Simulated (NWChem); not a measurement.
# Extrapolating the MP2 correlation energy of H$_{4}$Si

SMILES: [SiH4]
```xyz
5

Si     0.0000     0.0000     0.0000
H      1.2187     0.0000     0.8618
H     -1.2187     0.0000     0.8618
H      0.0000    -1.2187    -0.8618
H      0.0000     1.2187    -0.8618
```
Charge 0, spin multiplicity 1.

All runs are NWChem calculations. All single points use one geometry, from PBE0/def2-SVP, a minimum by its harmonic frequencies.

The correlated methods keep 5 core orbitals frozen. The structure started from a generated list of species.

Worked example. The MP2 correlation energy is -116.42 mHa in cc-pVDZ and -143.17 mHa in cc-pVTZ. The form E(X) = E∞ + A/X³ turns the pair into an estimate of the basis-set limit.

E∞ = (3³·(-143.17) − 2³·(-116.42))/(3³ − 2³) = -154.4 mHa. The larger basis holds 93 % of that. This is a two-point estimate, and a rough one from so small a pair.
